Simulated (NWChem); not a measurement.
## Correlation energy of allene (C₃H₄)

SMILES: C=C=C
```xyz
7

C      0.0000     0.0000     1.3078
C      0.0000     0.0000     0.0000
C      0.0000     0.0000    -1.3078
H      0.0000    -0.9368     1.8749
H      0.0000     0.9368     1.8749
H      0.9368     0.0000    -1.8749
H     -0.9368     0.0000    -1.8749
```
Charge 0, spin multiplicity 1.

Everything below was run with NWChem. Structure: optimised with PBE0/def2-SVP, a minimum by its harmonic frequencies.

Basis set: 3-21G. Each correlation energy counts from its own Hartree-Fock reference.

The correlated methods keep 3 core orbitals frozen. No row is a measurement; the coupled-cluster row has its own basis-set and correlation limits.

Q: Order these methods by the correlation energy they give, lowest first: CR-CCSD(T), MP2, SCS-MP2, CCSD+T(CCSD), CCSD.

A: CCSD+T(CCSD) (-307.9 mHa), CR-CCSD(T) (-305.0 mHa), CCSD (-297.4 mHa), SCS-MP2 (-266.2 mHa), MP2 (-264.2 mHa)
